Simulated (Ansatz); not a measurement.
A run of Ansatz (development build ahead of 0.2.0) on doublet CH₃O in separate pieces at this shape:

```xyz
5

C     0.6875    0.0296   -0.0820
O    -3.3912   -0.4362    0.2552
H    -3.8109    0.4297    0.1297
H     1.1228    0.9753    0.2260
H     1.2211   -0.8881    0.1180
```

Its results:

```
Converged                       : yes
Total energy                    : -114.89335 hartree
Spin squared of the determinant : 1.757
Stability test                  : minimum
```

Task: Which input gives this output? Name the method, the orbitals and the basis set, and write the input.

Result: ωB97X (unrestricted) in pcseg-2.

```yaml
crystal:
  periodic: [false, false, false]
  atoms:
    - { symbol: C, position_ang: [0.68745, 0.02963, -0.08201] }
    - { symbol: O, position_ang: [-3.39118, -0.4362, 0.25524] }
    - { symbol: H, position_ang: [-3.81093, 0.42973, 0.12967] }
    - { symbol: H, position_ang: [1.12278, 0.97526, 0.22599] }
    - { symbol: H, position_ang: [1.22113, -0.88812, 0.11801] }
basis:
  gaussian: { orbitals: pcseg-2 }
magnetization:
  spin_polarized: true
  initial_magnetization: 1
hamiltonian:
  xc: { name: wB97X }
```

Caution: charge can spread falsely over distant fragments; the unrestricted determinant is a mixture of spin states.
